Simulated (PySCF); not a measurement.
Isomers of C3H4F2O, mass 94.023 u with the commonest isotopes. Level of theory: PBE0-D3(BJ)/def2-SVP geometry optimisation, gas phase in PySCF 2.14.0. One conformer each, none proved a minimum here; rigid rotors.

Problem. Order these by rotational constant C, largest first.
A. `[F:1]/[CH:2]=[CH:3]/[O:4][CH2:5][F:6]` with C2–C3–O4–C5 1°, C3–O4–C5–F6 178°
B. `[O:1]=[CH:2][C@@H:3]([F:4])[CH2:5][F:6]` with O1–C2–C3–F4 177°, C2–C3–C5–F6 -55°
C. `[CH3:1][C:2](=[O:3])[CH:4]([F:5])[F:6]` with C1–C2–C4–F5 -62°
D. `[CH2:1]=[CH:2][O:3][CH:4]([F:5])[F:6]` with C1–C2–O3–C4 16°, C2–O3–C4–F5 166°

Solution. C (2640 MHz), B (2211 MHz), D (2116 MHz), A (1357 MHz).

Problem. Order these by radius of gyration √(Σ m r²/M), smallest first.
A. `[F:1]/[CH:2]=[CH:3]/[O:4][CH2:5][F:6]` with C2–C3–O4–C5 1°, C3–O4–C5–F6 178°
B. `[CH3:1][C:2](=[O:3])[CH:4]([F:5])[F:6]` with C1–C2–C4–F5 -62°
C. `[CH2:1]=[CH:2][O:3][CH:4]([F:5])[F:6]` with C1–C2–O3–C4 16°, C2–O3–C4–F5 166°

Solution. B (1.589 Å), C (1.627 Å), A (1.994 Å).

Problem. Order these by rotational constant A, smallest first.
A. `[O:1]=[CH:2][C@@H:3]([F:4])[CH2:5][F:6]` with O1–C2–C3–F4 177°, C2–C3–C5–F6 -55°
B. `[F:1]/[CH:2]=[CH:3]/[O:4][CH2:5][F:6]` with C2–C3–O4–C5 1°, C3–O4–C5–F6 178°
C. `[CH3:1][C:2](=[O:3])[CH:4]([F:5])[F:6]` with C1–C2–C4–F5 -62°
D. `[CH2:1]=[CH:2][O:3][CH:4]([F:5])[F:6]` with C1–C2–O3–C4 16°, C2–O3–C4–F5 166°

Solution. A (4381 MHz), C (5098 MHz), D (7674 MHz), B (16744 MHz).

```tsv
SMILES	point group	Ia (u·Å²)	Ib (u·Å²)	Ic (u·Å²)	κ	μa (D)	μb (D)	μc (D)
CC(=O)C(F)F	near Cs	99.14	184.04	191.46	-0.91	0.21	1.08	0.27
C=COC(F)F	C1	65.86	193.36	238.80	-0.82	1.74	0.09	1.25
F/C=C/OCF	–	30.18	345.48	372.29	-0.99	0.22	1.27	0.06
O=C[C@@H](F)CF	C1	115.35	157.74	228.59	-0.09	0.64	0.96	1.71
```
